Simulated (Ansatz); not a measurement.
# OSi: the cost of one run

Computed with Ansatz 0.2.0, driven from Python. The levels of theory stand in the script.

### Step 1. The system

Bond lengths: Si1–O2 1.815 Å.

The script holds or builds the structure itself.

### Step 2. Script

The input, basis.py:

```python
import ansatz as az
from ase import Atoms

atoms = Atoms(["Si", "O"], positions=[
    (0.0, 0.0, 0.0),
    (0.0, 0.0, 1.815),
])
geometry = az.Crystal.molecule_from_ase(atoms)

base = (
    geometry.calculation()
    .functional("b3lyp")
    .charge(-1)
    .spin("collinear", total=1)
)

energies = {}
for basis in ["cc-pVDZ", "cc-pVTZ", "cc-pVQZ"]:
    summary = base.basis(gaussian=basis).run().report
    size = summary["n_frozen"] + summary["n_occupied"][0] + summary["n_virtual"][0]
    energies[basis] = (summary["reference_energy_ev"] / 27.211386246, summary["free_energy_ev"] / 27.211386246)
    print(f"{basis:14s} {size:4d} orbitals  reference {energies[basis][0]:14.6f} Ha  total {energies[basis][1]:14.6f} Ha")

last = energies["cc-pVQZ"][1]
for basis, (_, total) in energies.items():
    print(f"{basis:14s} lies {27.211386 * (total - last):9.4f} eV above cc-pVQZ")
```

### Step 3. Launch

Launch:

```sh
python basis.py
```

**Question.** How long does this script take on 1 thread of Arm Neoverse V2, shared host, and how much memory does it need?

About 5.3 s, with a peak of 0.23 GiB.
